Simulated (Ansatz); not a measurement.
Start from `N#CO` and change one atom or group to get `CC#N`.

Ansatz, PBE0-D4/def2-TZVP geometries, multiplicity 1. Each molecule was computed in one conformer, which needn't be the lowest.

| property | `N#CO` |
| --- | --- |
| HOMO–LUMO gap (ωB97M-V/def2-TZVPP) / eV | 12.49 |
| HOMO energy (ωB97M-V/def2-TZVPP) / eV | -11.35 |
| ideal-gas entropy at 298 K and 1 bar (rigid rotor, harmonic PBE0-D4/def2-TZVP) / J/(mol·K) | 241 |
| HOMO–LUMO gap (PBE/def2-TZVPP) / eV | 6.23 |
| LUMO energy (PBE/def2-TZVPP) / eV | -1.31 |
| HOMO energy (PBE0/def2-TZVPP) / eV | -9.01 |

Q: Give the same properties after the change, and the shifts. (Best estimate.)

A: Ansatz gave: 
| property | `CC#N` | shift |
| --- | --- | --- |
| HOMO–LUMO gap (ωB97M-V/def2-TZVPP) / eV | 14.06 | 1.57 |
| HOMO energy (ωB97M-V/def2-TZVPP) / eV | -11.81 | -0.46 |
| ideal-gas entropy at 298 K and 1 bar (rigid rotor, harmonic PBE0-D4/def2-TZVP) / J/(mol·K) | 242 | 1 |
| HOMO–LUMO gap (PBE/def2-TZVPP) / eV | 7.91 | 1.68 |
| LUMO energy (PBE/def2-TZVPP) / eV | -0.19 | 1.12 |
| HOMO energy (PBE0/def2-TZVPP) / eV | -9.47 | -0.46 |

With PBE0 the HOMO falls by 0.46 eV and the LUMO rises by 1.24 eV, so the gap widens by about 1.70 eV. PBE moves the HOMO by -0.56 eV and ωB97M-V by -0.46 eV. The zero-point energy changes by 61.9 kJ/mol with +6 modes.
